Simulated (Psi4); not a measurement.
CH2N (SMILES C#[NH+]), charge +1, singlet, at a GFN2-xTB geometry; MP2/pcseg-1 (Psi4).

Here is a job for Psi4.
```
memory 2 GB

molecule mol {
1 1
C    -0.000000   -0.000000   -0.600338
N     0.000000    0.000000    0.532669
H    -0.000000   -0.000000   -1.674892
H     0.000000    0.000000    1.548235
}

set {
  basis pcseg-1
  reference rhf
}

energy('mp2')
print_variables()
```

The log (banner, timings and long lists left out):

```
    SCF Algorithm Type (re)set to DF.

   => Loading Basis Set <=

    Name: PCSEG-1
    Role: ORBITAL
    Keyword: BASIS

         ---------------------------------------------------------
                                   SCF
               by Justin Turney, Rob Parrish, Andy Simmonett
                          and Daniel G. A. Smith
                              RHF Reference
         ---------------------------------------------------------

  ==> Geometry <==

    Molecular point group: c2v
    Full point group: C_inf_v

    Geometry (in Angstrom), charge = 1, multiplicity = 1:

       Center              X                  Y                   Z               Mass
    ------------   -----------------  -----------------  -----------------  -----------------
         C            0.000000000000     0.000000000000    -0.604881366480    12.000000000000
         N            0.000000000000     0.000000000000     0.528125633520    14.003074004430
         H            0.000000000000     0.000000000000    -1.679435366480     1.007825032230
         H            0.000000000000     0.000000000000     1.543691633520     1.007825032230

  Running in c2v symmetry.

  Rotational constants: A = ************  B =      1.24498  C =      1.24498 [cm^-1]
  Rotational constants: A = ************  B =  37323.58588  C =  37323.58588 [MHz]
  Nuclear repulsion =   29.538484874313607

  Charge       = 1
  Multiplicity = 1
  Electrons    = 14
  Nalpha       = 7
  Nbeta        = 7

  ==> Algorithm <==

  SCF Algorithm Type is DF.
  DIIS enabled.
  MOM disabled.
  Fractional occupation disabled.
  Guess Type is SAD.
  Energy threshold   = 1.00e-08
  Density threshold  = 1.00e-08
  Integral threshold = 1.00e-12

  ==> Primary Basis <==

  Basis Set: PCSEG-1
    Blend: PCSEG-1
    Number of shells: 18
    Number of basis functions: 38
    Number of Cartesian functions: 40
    Spherical Harmonics?: true
    Max angular momentum: 2

   => Loading Basis Set <=

    Name: (PCSEG-1 AUX)
    Role: JKFIT
    Keyword: DF_BASIS_SCF

  ==> Integral Setup <==

  SCF_SUBTYPE=INCORE selected. In-core MEM_DF algorithm will be used.
  Using in-core AOs.

  ==> MemDFJK: Density-Fitted J/K Matrices <==

    J tasked:                   Yes
    K tasked:                   Yes
    wK tasked:                   No
    Algorithm:                 Core
    Schwarz Cutoff:           1E-12
    Mask sparsity (%):       0.0000
    Fitting Condition:        1E-10

   => Auxiliary Basis Set <=

  Basis Set: (PCSEG-1 AUX)
    Blend: DEF2-UNIVERSAL-JKFIT
    Number of shells: 62
    Number of basis functions: 188
    Number of Cartesian functions: 222
    Spherical Harmonics?: true
    Max angular momentum: 4

  Minimum eigenvalue in the overlap matrix is 6.1989394139E-03.
  Reciprocal condition number of the overlap matrix is 1.5706779724E-03.
    Using symmetric orthogonalization.

  ==> Pre-Iterations <==

  SCF Guess: Superposition of Atomic Densities via on-the-fly atomic UHF (no occupation information).

   -------------------------
    Irrep   Nso     Nmo
   -------------------------
     A1        20      20
     A2         2       2
     B1         8       8
     B2         8       8
   -------------------------
    Total      38      38
   -------------------------

  ==> Iterations <==

                           Total Energy        Delta E     RMS |[F,P]|

   @DF-RHF iter SAD:   -92.70716930722129   -9.27072e+01   0.00000e+00
   @DF-RHF iter   1:   -93.10348650787788   -3.96317e-01   9.76109e-03 DIIS/ADIIS
   @DF-RHF iter   2:   -93.12602216200480   -2.25357e-02   5.55900e-03 DIIS/ADIIS
   @DF-RHF iter   3:   -93.13252072322781   -6.49856e-03   1.75935e-03 DIIS/ADIIS
   @DF-RHF iter   4:   -93.13328617589275   -7.65453e-04   1.39889e-04 DIIS/ADIIS
   @DF-RHF iter   5:   -93.13329284761227   -6.67172e-06   2.79740e-05 DIIS
   @DF-RHF iter   6:   -93.13329312258608   -2.74974e-07   6.96317e-06 DIIS
   @DF-RHF iter   7:   -93.13329313872696   -1.61409e-08   9.57381e-07 DIIS
   @DF-RHF iter   8:   -93.13329313910188   -3.74925e-10   2.12060e-07 DIIS
   @DF-RHF iter   9:   -93.13329313911601   -1.41256e-11   1.94805e-08 DIIS
   @DF-RHF iter  10:   -93.13329313911620   -1.98952e-13   3.31843e-09 DIIS
  Energy and wave function converged.

  ==> Post-Iterations <==

    Orbital Energies [Eh]
    ---------------------

    Doubly Occupied:

       1A1   -15.936378     2A1   -11.654042     3A1    -1.605534
       4A1    -1.185152     5A1    -1.075457     1B2    -0.848093
       1B1    -0.848093

    Virtual:

       2B1    -0.131788     2B2    -0.131788     6A1    -0.063850
       7A1    -0.037729     8A1     0.064242     9A1     0.286856
       3B2     0.330132     3B1     0.330132    10A1     0.570477
      11A1     0.611700     4B1     0.650912     4B2     0.650912
      12A1     0.967265    13A1     1.153833    14A1     1.290844
       5B2     1.309763     5B1     1.309763    15A1     1.501229
       1A2     1.501229     6B1     1.814070     6B2     1.814070
      16A1     2.059156     2A2     2.059156     7B2     2.254464
       7B1     2.254464    17A1     2.366461    18A1     2.660105
       8B1     3.132701     8B2     3.132701    19A1     3.683209
      20A1     4.223490

    Final Occupation by Irrep:
             A1    A2    B1    B2
    DOCC [     5,    0,    1,    1 ]
    NA   [     5,    0,    1,    1 ]
    NB   [     5,    0,    1,    1 ]

  @DF-RHF Final Energy:   -93.13329313911620

   => Energetics <=

    Nuclear Repulsion Energy =             29.5384848743136068
    One-Electron Energy =                -179.0380553895689104
    Two-Electron Energy =                  56.3662773761391023
    Total Energy =                        -93.1332931391162049

Computation Completed

Properties will be evaluated at   0.000000,   0.000000,   0.000000 [a0]

Properties computed using the SCF density matrix

 Multipole Moments:

 ------------------------------------------------------------------------------------
     Multipole            Electronic (a.u.)      Nuclear  (a.u.)        Total (a.u.)
 ------------------------------------------------------------------------------------

 L = 1.  Multiply by 2.5417464519 to convert [e a0] to [Debye]
 Dipole X            :          0.0000000            0.0000000            0.0000000
 Dipole Y            :          0.0000000            0.0000000            0.0000000
 Dipole Z            :         -0.1719833           -0.1287896           -0.3007729
 Magnitude           :                                                    0.3007729

 ------------------------------------------------------------------------------------

  //>>>>>>>>>>>>>>>>>>>>>>>>>>>>>>>>>>>//
  //               DFMP2               //
  //<<<<<<<<<<<<<<<<<<<<<<<<<<<<<<<<<<<//

   => Loading Basis Set <=

    Name: (PCSEG-1 AUX)
    Role: RIFIT
    Keyword: DF_BASIS_MP2

	 --------------------------------------------------------
	                          DF-MP2
	      2nd-Order Density-Fitted Moller-Plesset Theory

	        Rob Parrish, Justin Turney, Andy Simmonett,
	           Ed Hohenstein, and C. David Sherrill
	 --------------------------------------------------------

   => Auxiliary Basis Set <=

  Basis Set: (PCSEG-1 AUX)
    Blend: DEF2-SVP-RI
    Number of shells: 44
    Number of basis functions: 124
    Number of Cartesian functions: 140
    Spherical Harmonics?: true
    Max angular momentum: 3

	 --------------------------------------------------------
	                 NBF =    38, NAUX =   124
	 --------------------------------------------------------
	   CLASS    FOCC     OCC    AOCC    AVIR     VIR    FVIR
	   PAIRS       0       7       7      31      31       0
	 --------------------------------------------------------

	-----------------------------------------------------------
	 ==================> DF-MP2 Energies <====================
	-----------------------------------------------------------
	 Reference Energy          =     -93.1332931391162049 [Eh]
	 Singles Energy            =      -0.0000000000000000 [Eh]
	 Same-Spin Energy          =      -0.0713263957738104 [Eh]
	 Opposite-Spin Energy      =      -0.2163067253770770 [Eh]
	 Correlation Energy        =      -0.2876331211508874 [Eh]
	 Total Energy              =     -93.4209262602670947 [Eh]
	-----------------------------------------------------------
	 ================> DF-SCS-MP2 Energies <==================
	-----------------------------------------------------------
	 SCS Same-Spin Scale       =       0.3333333333333333 [-]
	 SCS Opposite-Spin Scale   =       1.2000000000000000 [-]
	 SCS Same-Spin Energy      =      -0.0237754652579368 [Eh]
	 SCS Opposite-Spin Energy  =      -0.2595680704524924 [Eh]
	 SCS Correlation Energy    =      -0.2833435357104291 [Eh]
	 SCS Total Energy          =     -93.4166366748266341 [Eh]
	-----------------------------------------------------------

  Variable Map:
  ----------------------------------------------------------------------------
  "CURRENT CORRELATION ENERGY"           =>      -0.287633121151
  "CURRENT ENERGY"                       =>     -93.420926260267
  "CURRENT REFERENCE ENERGY"             =>     -93.133293139116
  "CUSTOM SCS-MP2 CORRELATION ENERGY"    =>      -0.283343535710
  "CUSTOM SCS-MP2 TOTAL ENERGY"          =>     -93.416636674827
  "DD SOLVATION ENERGY"                  =>       0.000000000000
  "HF KINETIC ENERGY"                    =>      93.113085306489
  "HF POTENTIAL ENERGY"                  =>    -186.246378445605
  "HF TOTAL ENERGY"                      =>     -93.133293139116
  "HF VIRIAL RATIO"                      =>       2.000217024627
  "MP2 CORRELATION ENERGY"               =>      -0.287633121151
  "MP2 DOUBLES ENERGY"                   =>      -0.287633121151
  "MP2 OPPOSITE-SPIN CORRELATION ENERGY" =>      -0.216306725377
  "MP2 SAME-SPIN CORRELATION ENERGY"     =>      -0.071326395774
  "MP2 SINGLES ENERGY"                   =>      -0.000000000000
  "MP2 TOTAL ENERGY"                     =>     -93.420926260267
  "NUCLEAR REPULSION ENERGY"             =>      29.538484874314
  "ONE-ELECTRON ENERGY"                  =>    -179.038055389569
  "PCM POLARIZATION ENERGY"              =>       0.000000000000
  "PE ENERGY"                            =>       0.000000000000
  "SCF ITERATION ENERGY"                 =>     -93.133293139116
  "SCF ITERATIONS"                       =>      10.000000000000
  "SCF TOTAL ENERGY"                     =>     -93.133293139116
  "SCS-MP2 CORRELATION ENERGY"           =>      -0.283343535710
  "SCS-MP2 TOTAL ENERGY"                 =>     -93.416636674827
  "TWO-ELECTRON ENERGY"                  =>      56.366277376139

  Array Variable Map:
  ----------------------------------------------------------------------------
  "CURRENT DIPOLE"                       =>       0.000000000000 ... -0.300772882239 1 by 3
  "SCF DIPOLE"                           =>       0.000000000000 ... -0.300772882239 1 by 3
  "SCF TOTAL ENERGIES"                   =>     -92.707169307221 ... -93.133293139116 1 by 11
```
